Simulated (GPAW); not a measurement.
**CH2OS2 (SMILES OC(=S)S): levels of theory compared**

We compute a comparison of 3 runs (PBE/real-space grid, vdW-DF-cx/real-space grid, PBE/dzp) of CH2OS2. Input form: an ASE script.

The calculation is run with GPAW 26.7.0.

3 further runs of the same task are left out: 3 set aside as unsound or not needed.

## (1) The system as given

CH2OS2 has 6 atoms, charge 0, and is taken as a singlet. SMILES: `OC(=S)S`. The shape is that of a GFN2-xTB optimisation. This is one conformer, not always the lowest.

Bond lengths: O1–C2 1.333 Å, C2–S3 1.623 Å, C2–S4 1.751 Å, O1–H5 0.970 Å, S4–H6 1.335 Å. Angles: O1–C2–S3 124.3°, O1–C2–S4 111.9°, S3–C2–S4 123.8°, C2–O1–H5 110.8°, C2–S4–H6 94.8°.

## (2) The charge distribution at PBE/real-space grid (scalar-relativistic datasets) (run 1)

run.sdf

```

     RDKit          3D

  6  5  0  0  0  0  0  0  0  0999 V2000
    0.7371    0.4255   -0.5932 O   0  0  0  0  0  0  0  0  0  0  0  0
    0.0574   -0.3016    0.2931 C   0  0  0  0  0  0  0  0  0  0  0  0
    0.7252   -1.4146    1.2683 S   0  0  0  0  0  0  0  0  0  0  0  0
   -1.6504    0.0833    0.2809 S   0  0  0  0  0  0  0  0  0  0  0  0
    1.6804    0.1989   -0.5729 H   0  0  0  0  0  0  0  0  0  0  0  0
   -1.5497    1.0086   -0.6761 H   0  0  0  0  0  0  0  0  0  0  0  0
  2  1  1  0
  3  2  2  0
  4  2  1  0
  5  1  1  0
  6  4  1  0
M  END
$$$$
```

run.py

```python
import numpy as np
from ase.io import read
from ase.units import Debye
from gpaw import GPAW

# Structure
atoms = read('run.sdf')
atoms.center(vacuum=4.5)

# Ground state
calculator = GPAW(mode='fd', xc='PBE', h=0.18, maxiter=150, txt='-')
atoms.calc = calculator

energy = atoms.get_potential_energy()
print(f'Energy = {energy:.5f} eV')
forces = atoms.get_forces()
print('Forces (eV/Ang)')
for symbol, f in zip(atoms.symbols, forces):
    print(f'{symbol:2} {f[0]:9.4f} {f[1]:9.4f} {f[2]:9.4f}')
dipole = atoms.get_dipole_moment() / Debye
print(f'Dipole = {np.linalg.norm(dipole):.3f} D')
homo, lumo = calculator.get_homo_lumo()
print(f'HOMO: {homo:.3f} eV')
print(f'LUMO = {lumo:.3f} eV')
print(f'Gap = {lumo - homo:.3f} eV')
```

Run with:

```bash
python run.py
```

Standard output:

```text
[...]
Number of symmetries: 1
[...]
  Number of IBZ points: 1
[...]
Spin-components: 1 (collinear spins)
Bands:           18
[...]
  Valence electrons: 24.0
[...]
  Grid points: [68 64 60]
  Charge: 0.0  # |e|
[...]
    cutoffs:
[...]
occupation numbers:
  # Zero width
[...]
xc functional:
  name: PBE with 2 nearest neighbor stencil
[...]
|iter     |     time |      energy | eigst |  dens |
[...]
|iter:   1| 00:00:18 |  -32.115759 | +1.05 |       |
[...]
|iter:  15| 00:01:45 |  -30.744206c| -7.70c| -6.04c|
Converged in 15 steps
[...]
Energy contributions relative to reference atoms: (reference = -24808.700536)
Energy contributions:
  Kinetic:          37.363178
  Coulomb:         -40.213346
  Zero:              0.854050
  External:          0.000000
  Xc:              -28.748088
  Entropy:           0.000000
  Spinorbit:         0.000000
  ----------------------------
  Free energy:     -30.744206
  Extrapolated:    -30.744206
dipole moment: (0.021884, 0.357039, -0.366209)  # |e|*Ang
Fermi level: -4.223
Eigenvalues  # (at kpt = [0.000, 0.000, 0.000])
| band index |      eig [eV] | occ [0-2] |
|------------|---------------|-----------|
|          0 |       -28.030 |     2.000 |
|        ... |               |           |
|          4 |       -12.654 |     2.000 |
|          5 |       -11.836 |     2.000 |
|          6 |       -11.104 |     2.000 |
|          7 |        -9.769 |     2.000 |
|          8 |        -9.002 |     2.000 |
|          9 |        -7.596 |     2.000 |
|         10 |        -6.364 |     2.000 |
|         11 |        -5.863 |     2.000 |
|         12 |        -2.584 |     0.000 |
|         13 |        -1.221 |     0.000 |
[...]
Gap: 3.279 eV
Transition (v -> c):
[...]
Forces (eV/Ang)
O    -0.2328    0.8519   -0.7951
C    -0.1465   -0.0482    0.0788
S     0.1850   -0.5015    0.4240
S    -0.0476   -0.3855    0.4479
H     0.3472   -0.3302    0.2636
H    -0.0831    0.4220   -0.4077
Dipole = 2.459 D
HOMO: -5.863 eV
LUMO = -2.584 eV
Gap = 3.279 eV
```

It took 1.8 min on 1 thread of AMD EPYC (Zen 3), shared host; peak memory 0.75 GiB.

## (3) The charge distribution at vdW-DF-cx/real-space grid (scalar-relativistic datasets) (run 2)

run.py

```python
import numpy as np
from ase import Atoms
from ase.units import Bohr, Debye
from gpaw import GPAW
from gpaw.utilities.adjust_cell import adjust_cell

# Atomic positions
positions_bohr = np.array(
              [[  1.392879,   0.804003,  -1.121004],
               [  0.108489,  -0.570036,   0.553954],
               [  1.370524,  -2.673225,   2.396645],
               [ -3.118898,   0.157490,   0.530805],
               [  3.175590,   0.375885,  -1.082681],
               [ -2.928584,   1.905883,  -1.277719]])
mol = Atoms(['O', 'C', 'S', 'S', 'H', 'H'], positions=positions_bohr * Bohr)
adjust_cell(mol, 5.0, h=0.18)

# GPAW settings
gpaw_calc = GPAW(mode='fd',
                 maxiter=100,
                 xc={'name': 'vdW-DF-cx', 'backend': 'libvdwxc'},
                 h=0.18,
                 txt='-')
mol.calc = gpaw_calc

energy = mol.get_potential_energy()
print(f'Energy: {energy:.5f} eV')
forces = mol.get_forces()
print('Forces (eV/Ang)')
for symbol, f in zip(mol.symbols, forces):
    print(f'{symbol:2} {f[0]:9.4f} {f[1]:9.4f} {f[2]:9.4f}')
dipole = mol.get_dipole_moment() / Debye
print(f'Dipole                  {np.linalg.norm(dipole):.3f} D')
gpaw_calc.write('mol.gpw')
```

Run with:

```bash
python run.py
```

Standard output:

```text
[...]
Number of symmetries: 1
[...]
  Number of IBZ points: 1
[...]
Spin-components: 1 (collinear spins)
Bands:           18
[...]
  Valence electrons: 24.0
[...]
  Grid points: [76 72 68]
  Charge: 0.0  # |e|
[...]
    cutoffs:
[...]
occupation numbers:
  # Zero width
[...]
xc functional:
  name: vdW-DF-cx with libvdwxc
[...]
|iter     |     time |      energy | eigst |  dens |
[...]
|iter:   1| 00:00:30 |   -9.005633 | +1.05 |       |
[...]
|iter:  15| 00:05:13 |   -7.666754c| -7.65c| -5.92c|
Converged in 15 steps
[...]
Energy contributions relative to reference atoms: (reference = -24808.700536)
Energy contributions:
  Kinetic:          36.159758
  Coulomb:         -38.996182
  Zero:              0.736705
  External:          0.000000
  Xc:               -5.567035
  Entropy:           0.000000
  Spinorbit:         0.000000
  ----------------------------
  Free energy:      -7.666754
  Extrapolated:     -7.666754
dipole moment: (0.022821, 0.352246, -0.361560)  # |e|*Ang
Fermi level: -4.229
Eigenvalues  # (at kpt = [0.000, 0.000, 0.000])
| band index |      eig [eV] | occ [0-2] |
|------------|---------------|-----------|
|          0 |       -27.933 |     2.000 |
|        ... |               |           |
|          4 |       -12.632 |     2.000 |
|          5 |       -11.815 |     2.000 |
|          6 |       -11.116 |     2.000 |
|          7 |        -9.750 |     2.000 |
|          8 |        -8.995 |     2.000 |
|          9 |        -7.604 |     2.000 |
|         10 |        -6.364 |     2.000 |
|         11 |        -5.860 |     2.000 |
|         12 |        -2.598 |     0.000 |
|         13 |        -1.254 |     0.000 |
[...]
Gap: 3.262 eV
Transition (v -> c):
[...]
Forces (eV/Ang)
O    -0.3021    0.8254   -0.7739
C    -0.1731   -0.0402    0.0783
S     0.1781   -0.4531    0.4366
S    -0.0055   -0.4443    0.4744
H     0.3989   -0.3264    0.2521
H    -0.0739    0.4484   -0.4369
Dipole                  2.427 D
# Writing to mol.gpw (mode='')
```

Wall time 5.3 min (1 thread of AMD EPYC (Zen 3), shared host); peak memory 1.6 GiB.

## (4) The charge distribution at PBE/dzp (scalar-relativistic datasets) (run 3)

sp.py

```python
import numpy as np
from ase import Atoms
from ase.units import Bohr, Debye
from gpaw import GPAW

positions_bohr = np.array(
              [[  1.392879,   0.804003,  -1.121004],
               [  0.108489,  -0.570036,   0.553954],
               [  1.370524,  -2.673225,   2.396645],
               [ -3.118898,   0.157490,   0.530805],
               [  3.175590,   0.375885,  -1.082681],
               [ -2.928584,   1.905883,  -1.277719]])
atoms = Atoms(['O', 'C', 'S', 'S', 'H', 'H'], positions=positions_bohr * Bohr)
atoms.center(vacuum=4.5)

dft = GPAW(mode='lcao', basis='dzp', h=0.18, xc='PBE', maxiter=150, txt='-')
atoms.calc = dft

energy = atoms.get_potential_energy()
print(f'Energy: {energy:.5f} eV')
forces = atoms.get_forces()
print('Forces (eV/Ang)')
for symbol, f in zip(atoms.symbols, forces):
    print(f'{symbol:2} {f[0]:9.4f} {f[1]:9.4f} {f[2]:9.4f}')
dipole = atoms.get_dipole_moment() / Debye
print(f'Dipole = {np.linalg.norm(dipole):.3f} D')
homo, lumo = dft.get_homo_lumo()
print(f'HOMO = {homo:.3f} eV')
print(f'LUMO: {lumo:.3f} eV')
print(f'Gap                     {lumo - homo:.3f} eV')
```

Run with:

```bash
python3 -u sp.py | tee sp.out
```

Standard output:

```text
[...]
Number of symmetries: 1
[...]
  Number of IBZ points: 1
[...]
basis functions: 62
Spin-components: 1 (collinear spins)
Bands:           18
[...]
  Valence electrons: 24.0
[...]
  Grid points: [68 64 60]
  Charge: 0.0  # |e|
[...]
    cutoffs:
[...]
occupation numbers:
  # Zero width
[...]
xc functional:
  name: PBE with 2 nearest neighbor stencil
[...]
|iter     |     time |      energy | eigst |  dens |
[...]
|iter:   1| 00:00:22 |  -29.280810 |      c|       |
[...]
|iter:   9| 00:00:45 |  -28.604198c|      c| -4.05c|
Converged in 9 steps
[...]
Energy contributions relative to reference atoms: (reference = -24808.700536)
Energy contributions:
  Kinetic:          36.461978
  Coulomb:         -35.654682
  Zero:              0.249953
  External:          0.000000
  Xc:              -29.661447
  Entropy:           0.000000
  Spinorbit:         0.000000
  ----------------------------
  Free energy:     -28.604198
  Extrapolated:    -28.604198
dipole moment: (0.027234, 0.363992, -0.374013)  # |e|*Ang
Fermi level: -3.643
Eigenvalues  # (at kpt = [0.000, 0.000, 0.000])
| band index |      eig [eV] | occ [0-2] |
|------------|---------------|-----------|
|          0 |       -27.710 |     2.000 |
|        ... |               |           |
|          4 |       -12.297 |     2.000 |
|          5 |       -11.374 |     2.000 |
|          6 |       -10.652 |     2.000 |
|          7 |        -9.348 |     2.000 |
|          8 |        -8.572 |     2.000 |
|          9 |        -7.139 |     2.000 |
|         10 |        -5.887 |     2.000 |
|         11 |        -5.334 |     2.000 |
|         12 |        -1.953 |     0.000 |
|         13 |        -0.431 |     0.000 |
[...]
Gap: 3.382 eV
Transition (v -> c):
[...]
Forces (eV/Ang)
O    -0.5576    1.4959   -1.4216
C    -0.2696   -0.1951    0.2507
S     0.3617   -0.8352    0.7378
S    -0.3954   -0.6507    0.7768
H     0.9183   -0.5442    0.3507
H    -0.0197    0.7372   -0.7458
Dipole = 2.510 D
HOMO = -5.334 eV
LUMO: -1.953 eV
Gap                     3.382 eV
```

It took 49 s on 1 thread of AMD EPYC (Zen 3), shared host; peak memory 0.63 GiB.

## (5) Overview of the runs

```csv
run,level,vacuum round the molecule,box rule,energy (Eh),dipole moment (D),HOMO energy (eV),LUMO energy (eV),wall time
1,PBE/real-space grid (scalar-relativistic datasets),4.5,center,-912.832757,2.46,-5.86,-2.58,1.8 min
2,vdW-DF-cx/real-space grid (scalar-relativistic datasets),5,adjust,-911.984677,2.43,-5.86,-2.60,5.3 min
3,PBE/dzp (scalar-relativistic datasets),4.5,center,-912.754114,2.51,-5.33,-1.95,49 s
```

## (6) What came out

```
                                                     quantity        value
run 3: energy as printed (from the program's reference atoms)  -28.6042 eV
                                         run 3: dipole moment       2.51 D
                                           run 3: HOMO energy     -5.33 eV
                                           run 3: LUMO energy     -1.95 eV
                                         run 3: HOMO–LUMO gap      3.38 eV
                              run 3: largest force on an atom   2.138 eV/Å
```

In words: The dipole moment (its size) runs from 2.43 D (vdW-DF-cx/real-space grid) to 2.51 D (PBE/dzp). The two ends differ in method and basis. The HOMO–LUMO gap runs from 3.26 eV (vdW-DF-cx/real-space grid) to 3.38 eV (PBE/dzp). Totals of different functionals can't be ranked against each other. All runs together took 7.8 min, the longest 5.3 min.
